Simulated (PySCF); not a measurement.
Species: C₄H₄S.
SMILES: `C1=CSC=C1`

Level of theory: PySCF, PBE0-D3(BJ)/def2-SVP geometry optimisation, gas phase.

Masses are those of the commonest isotopes; rigid-rotor values at the optimised geometry. 

Question: What are A, B and C (MHz)?

Answer: Ia = 62.82, Ib = 93.45, Ic = 156.27 u·Å²; 505379 MHz·u·Å²/I gives A = 8045, B = 5408, C = 3234 MHz.

Question: Classify the top.

Answer: An asymmetric top: κ = (2 × 5408 − 8045 − 3234)/(8045 − 3234) = -0.10.

Question: What does the inertial defect say?

Answer: Planar: Δ = Ic − Ia − Ib = 0.00 u·Å². For a rigid frame Δ = −2 Σ m c², so it vanishes when all atoms lie in the ab plane; here none is more than 0.01 Å from it.

Question: Give the coordinates in the principal-axis frame, origin at the centre of mass.

Answer: The sense of each axis is arbitrary; atoms in the order of the calculation.
```csv
atom,mass (u),a (Å),b (Å),c (Å)
C1,12.000,1.314,0.712,0.000
C2,12.000,1.314,-0.712,0.000
C3,12.000,0.047,-1.235,0.000
S4,31.972,-1.146,0.000,0.000
C5,12.000,0.047,1.235,0.000
H6,1.008,2.216,1.325,-0.004
H7,1.008,2.215,-1.326,-0.004
H8,1.008,-0.250,-2.283,0.000
H9,1.008,-0.249,2.283,0.000
```

Question: Where do the levels up to J = 3 lie, in cm⁻¹?

Answer: Above 0(0,0):
J = 1: 1(0,1) 0.2883, 1(1,1) 0.3762, 1(1,0) 0.4487
J = 2: 2(0,2) 0.8348, 2(1,2) 0.8802, 2(1,1) 1.0978, 2(2,1) 1.3617, 2(2,0) 1.3916
J = 3: 3(0,3) 1.6031, 3(1,3) 1.6202, 3(1,2) 2.0467, 3(2,2) 2.2265, 3(2,1) 2.3530, 3(3,1) 2.8637, 3(3,0) 2.8722
Those of J = 1 are B + C, A + C and A + B.

Question: Predict some low-J microwave lines.

Answer: The dipole components are |μa| = 0.46 D, |μb| = 0.00 D, |μc| = 0.00 D; the symmetry axis of this C2v structure is a, so μb and μc vanish by symmetry and there are no b-type or c-type lines. Some lines, for components of 0.1 D or more:

```json
{"type": "a", "branch": "Q", "J(Ka,Kc)": "2(2,0) ← 2(2,1)", "MHz": "898", "lower level (cm⁻¹)": "1.362"}
{"type": "a", "branch": "Q", "J(Ka,Kc)": "4(3,1) ← 4(3,2)", "MHz": "1588", "lower level (cm⁻¹)": "4.059"}
{"type": "a", "branch": "Q", "J(Ka,Kc)": "1(1,0) ← 1(1,1)", "MHz": "2174", "lower level (cm⁻¹)": "0.376"}
{"type": "a", "branch": "Q", "J(Ka,Kc)": "3(2,1) ← 3(2,2)", "MHz": "3793", "lower level (cm⁻¹)": "2.226"}
{"type": "a", "branch": "Q", "J(Ka,Kc)": "2(1,1) ← 2(1,2)", "MHz": "6522", "lower level (cm⁻¹)": "0.880"}
{"type": "a", "branch": "R", "J(Ka,Kc)": "1(0,1) ← 0(0,0)", "MHz": "8642", "lower level (cm⁻¹)": "0.000"}
{"type": "a", "branch": "Q", "J(Ka,Kc)": "4(2,2) ← 4(2,3)", "MHz": "8999", "lower level (cm⁻¹)": "3.355"}
{"type": "a", "branch": "Q", "J(Ka,Kc)": "3(1,2) ← 3(1,3)", "MHz": "12787", "lower level (cm⁻¹)": "1.620"}
{"type": "a", "branch": "R", "J(Ka,Kc)": "2(1,2) ← 1(1,1)", "MHz": "15110", "lower level (cm⁻¹)": "0.376"}
{"type": "a", "branch": "R", "J(Ka,Kc)": "2(0,2) ← 1(0,1)", "MHz": "16386", "lower level (cm⁻¹)": "0.288"}
{"type": "a", "branch": "R", "J(Ka,Kc)": "2(1,1) ← 1(1,0)", "MHz": "19458", "lower level (cm⁻¹)": "0.449"}
{"type": "a", "branch": "Q", "J(Ka,Kc)": "4(1,3) ← 4(1,4)", "MHz": "20151", "lower level (cm⁻¹)": "2.586"}
{"type": "a", "branch": "R", "J(Ka,Kc)": "3(1,3) ← 2(1,2)", "MHz": "22183", "lower level (cm⁻¹)": "0.880"}
{"type": "a", "branch": "R", "J(Ka,Kc)": "3(0,3) ← 2(0,2)", "MHz": "23030", "lower level (cm⁻¹)": "0.835"}
{"type": "a", "branch": "R", "J(Ka,Kc)": "3(2,2) ← 2(2,1)", "MHz": "25926", "lower level (cm⁻¹)": "1.362"}
{"type": "a", "branch": "R", "J(Ka,Kc)": "3(1,2) ← 2(1,1)", "MHz": "28448", "lower level (cm⁻¹)": "1.098"}
{"type": "a", "branch": "R", "J(Ka,Kc)": "3(2,1) ← 2(2,0)", "MHz": "28821", "lower level (cm⁻¹)": "1.392"}
{"type": "a", "branch": "R", "J(Ka,Kc)": "4(1,4) ← 3(1,3)", "MHz": "28947", "lower level (cm⁻¹)": "1.620"}
{"type": "a", "branch": "R", "J(Ka,Kc)": "4(0,4) ← 3(0,3)", "MHz": "29301", "lower level (cm⁻¹)": "1.603"}
{"type": "a", "branch": "R", "J(Ka,Kc)": "4(2,3) ← 3(2,2)", "MHz": "33839", "lower level (cm⁻¹)": "2.226"}
{"type": "a", "branch": "R", "J(Ka,Kc)": "4(3,2) ← 3(3,1)", "MHz": "35841", "lower level (cm⁻¹)": "2.864"}
{"type": "a", "branch": "R", "J(Ka,Kc)": "4(1,3) ← 3(1,2)", "MHz": "36311", "lower level (cm⁻¹)": "2.047"}
{"type": "a", "branch": "R", "J(Ka,Kc)": "4(3,1) ← 3(3,0)", "MHz": "37172", "lower level (cm⁻¹)": "2.872"}
{"type": "a", "branch": "R", "J(Ka,Kc)": "4(2,2) ← 3(2,1)", "MHz": "39045", "lower level (cm⁻¹)": "2.353"}
```

Question: Estimate the classical rotational partition function at 10 K, 100 K and 500 K.

Answer: Point group C2v, symmetry number σ = 2; q = (√π/σ)·√((kT/h)³/(ABC)), k/h = 20836.6 MHz/K: 225 at 10 K, 7110 at 100 K, 79400 at 500 K.

No PBE0-D3(BJ)/def2-SVP frequencies stand behind this structure, so it isn't proved a minimum. Constants of a rigid frame at the computed geometry: no zero-point averaging, no centrifugal distortion.

On x86-64 server, one thread, on a shared host, this took 17 s of wall time. This is the geometry optimisation.
